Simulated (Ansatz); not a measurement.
Relaxation of AlFH4 (6 atoms, charge 0, multiplicity 1), to a largest force component of 0.03 eV/Å in at most 50 steps.

All numbers below come from RKS r2SCAN-D4/def2-SVP in Ansatz.

```xyz
6
Properties=species:S:1:pos:R:3
Al 0.021 -0.425 -0.459
F 0.019 -0.195 2.410
H 1.403 0.206 -0.914
H -1.388 0.166 -0.883
H 0.050 -1.767 0.363
H 0.031 -1.068 2.085
```

Problem. Where does it end, and by what steps?

Solution. It converged. After 20 steps the energy has fallen by 1.661 eV; H6 moved furthest, 1.06 Å. Parted: Al1–H5 (1.57 → 2.28 Å), F2–H6 (0.93 → 2.43 Å). Joined: Al1–F2 (2.88 → 1.68 Å), H5–H6 (1.86 → 0.76 Å).

| step | energy less start (eV) | largest force component (eV/Å) | accepted |
| --- | --- | --- | --- |
| 0 | 0.0000 | 0.388 | yes |
| 1 | -0.1129 | 0.806 | yes |
| 2 | -0.2693 | 1.204 | yes |
| 3 | -0.3632 | 0.422 | yes |
| 4 | -0.3744 | 0.153 | yes |
| 5 | -0.3779 | 0.105 | yes |
| 6 | -0.3823 | 0.270 | yes |
| 7 | -0.3925 | 0.604 | yes |
| 8 | -0.4055 | 0.626 | yes |
| 9 | -0.4621 | 0.763 | yes |
| 10 | -0.6404 | 1.306 | yes |
| 11 | -0.9976 | 2.625 | yes |
| 12 | -1.4372 | 0.986 | yes |
| 13 | -1.5395 | 2.285 | yes |
| 14 | -1.4651 | 1.952 | no |
| 15 | -1.6421 | 0.271 | yes |
| 16 | -1.6550 | 0.074 | yes |
| 17 | -1.6544 | 0.169 | no |
| 18 | -1.6605 | 0.060 | yes |
| 19 | -1.6606 | 0.038 | yes |
| 20 | -1.6608 | 0.007 | yes |

```xyz
6
Properties=species:S:1:pos:R:3
Al 0.012 0.133 0.134
F 0.015 0.610 1.740
H 1.411 0.040 -0.594
H -1.394 0.001 -0.577
H 0.046 -2.094 0.602
H 0.046 -1.774 1.295
```

Whether the end is a true minimum wasn't checked by a vibrational analysis.

Run time: 25 s on 1 thread of Intel(R) Xeon(R) Platinum 8488C (Sapphire Rapids) (shared host), peak memory 0.14 GiB.
